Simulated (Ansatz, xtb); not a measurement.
**A geometry optimisation of H3OSi+ with r2SCAN-D4/def2-SVP**

The starting geometry of this gas-phase singlet has its atoms placed at random.

```csv
atom,x (Å),y (Å),z (Å)
O,0.1380,0.3871,-0.9566
Si,-1.3778,-0.3600,0.9621
H,-0.1948,1.1496,-0.7716
H,-0.3948,-0.3498,-0.7870
H,-0.7850,0.8106,1.1875
```

One run relaxed it with r2SCAN-D4/def2-SVP. What is a likely outcome?

It ends as `[OH2+][SiH]`. Distances that change by over a tenth: O1–H3 (0.85 → 0.98 Å), Si2–H5 (1.33 → 1.52 Å). Contacts that close: O1–Si2 (2.56 → 1.89 Å).

The energy falls by 3.42 eV over 10 steps:

```json
{"step": "1", "E − E(last) (eV)": "3.418"}
{"step": "2", "E − E(last) (eV)": "2.004"}
{"step": "3", "E − E(last) (eV)": "1.390"}
{"step": "4", "E − E(last) (eV)": "0.776"}
{"step": "5", "E − E(last) (eV)": "0.386"}
{"step": "6", "E − E(last) (eV)": "0.234"}
{"step": "7", "E − E(last) (eV)": "0.036"}
{"step": "8", "E − E(last) (eV)": "0.003"}
{"step": "9", "E − E(last) (eV)": "0.000"}
{"step": "10", "E − E(last) (eV)": "0.000"}
```

Final geometry (Å):

```xyz
5

O    -0.3526    0.2160   -0.6274
Si   -1.0803   -0.3747    1.0111
H    -0.0524    1.1210   -0.8522
H    -0.2240   -0.3784   -1.3941
H    -0.9050    1.0536    1.4969
```

From the same start GFN2-xTB reaches the same bonding as this run.

From so rough a start the end depends on the optimiser's path, so another program may land elsewhere. No frequencies were run, so the end isn't proven a minimum. Run with Ansatz 0.2.0, 6 s on 1 thread of Intel(R) Xeon(R) 6975P-C (Granite Rapids) (shared host).
